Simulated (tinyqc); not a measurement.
Worked calculation: ROHF in the sto-3g basis, for NH, spin multiplicity 3. One step of it, computed by the program tinyqc.

Problem. Iteration 3: Roothaan effective Fock matrix. With projectors Pc = D(beta) S, Po = (D(alpha) - D(beta)) S, Pv = 1 - D(alpha) S, the block xy is Px^T F Py; with Fc = (F(alpha) + F(beta))/2, the blocks are Fc for cc, oo, vv and cv, F(beta) for co and F(alpha) for ov.

F(alpha) (hartree):
```
             1N 1s      1N 2s     1N 2px     1N 2py     1N 2pz      2H 1s
1N 1s   -14.888280  -3.824121   0.000000   0.000000  -0.008218  -0.167744
1N 2s    -3.824121  -1.728102   0.000000   0.000000  -0.042461  -0.239605
1N 2px    0.000000   0.000000  -0.200381   0.000000   0.000000   0.000000
1N 2py    0.000000   0.000000   0.000000  -0.200381   0.000000   0.000000
1N 2pz   -0.008218  -0.042461   0.000000   0.000000  -0.074987  -0.235681
2H 1s    -0.167744  -0.239605   0.000000   0.000000  -0.235681  -0.199627
```

F(beta) (hartree):
```
             1N 1s      1N 2s    1N 2px    1N 2py     1N 2pz      2H 1s
1N 1s   -14.846359  -3.759218  0.000000  0.000000  -0.008218  -0.164121
1N 2s    -3.759218  -1.415204  0.000000  0.000000  -0.042461  -0.216627
1N 2px    0.000000   0.000000  0.603542  0.000000   0.000000   0.000000
1N 2py    0.000000   0.000000  0.000000  0.603542   0.000000   0.000000
1N 2pz   -0.008218  -0.042461  0.000000  0.000000   0.007250  -0.230107
2H 1s    -0.164121  -0.216627  0.000000  0.000000  -0.230107  -0.196812
```

D(alpha) after iteration 2:
```
            1N 1s      1N 2s    1N 2px    1N 2py     1N 2pz      2H 1s
1N 1s    1.057564  -0.244821  0.000000  0.000000   0.014245  -0.011809
1N 2s   -0.244821   1.042153  0.000000  0.000000  -0.067740   0.036111
1N 2px   0.000000   0.000000  1.000000  0.000000   0.000000   0.000000
1N 2py   0.000000   0.000000  0.000000  1.000000   0.000000   0.000000
1N 2pz   0.014245  -0.067740  0.000000  0.000000   0.811833   0.278988
2H 1s   -0.011809   0.036111  0.000000  0.000000   0.278988   0.099285
```

D(beta) after iteration 2:
```
            1N 1s      1N 2s    1N 2px    1N 2py     1N 2pz      2H 1s
1N 1s    1.057564  -0.244821  0.000000  0.000000   0.014245  -0.011809
1N 2s   -0.244821   1.042153  0.000000  0.000000  -0.067740   0.036111
1N 2px   0.000000   0.000000  0.000000  0.000000   0.000000   0.000000
1N 2py   0.000000   0.000000  0.000000  0.000000   0.000000   0.000000
1N 2pz   0.014245  -0.067740  0.000000  0.000000   0.811833   0.278988
2H 1s   -0.011809   0.036111  0.000000  0.000000   0.278988   0.099285
```

overlap S:
```
           1N 1s     1N 2s    1N 2px    1N 2py    1N 2pz     2H 1s
1N 1s   1.000000  0.235038  0.000000  0.000000  0.000000  0.009997
1N 2s   0.235038  1.000000  0.000000  0.000000  0.000000  0.148461
1N 2px  0.000000  0.000000  1.000000  0.000000  0.000000  0.000000
1N 2py  0.000000  0.000000  0.000000  1.000000  0.000000  0.000000
1N 2pz  0.000000  0.000000  0.000000  0.000000  1.000000  0.168041
2H 1s   0.009997  0.148461  0.000000  0.000000  0.168041  1.000000
```

Give: effective F.

Solution.

effective F (hartree):
```
           1N 1s    1N 2s  1N 2px  1N 2py   1N 2pz    2H 1s
1N 1s   -14.8673  -3.7917  0.0000  0.0000  -0.0082  -0.1659
1N 2s    -3.7917  -1.5717  0.0000  0.0000  -0.0425  -0.2281
1N 2px    0.0000   0.0000  0.2016  0.0000   0.0000   0.0000
1N 2py    0.0000   0.0000  0.0000  0.2016   0.0000   0.0000
1N 2pz   -0.0082  -0.0425  0.0000  0.0000  -0.0339  -0.2329
2H 1s    -0.1659  -0.2281  0.0000  0.0000  -0.2329  -0.1982
```
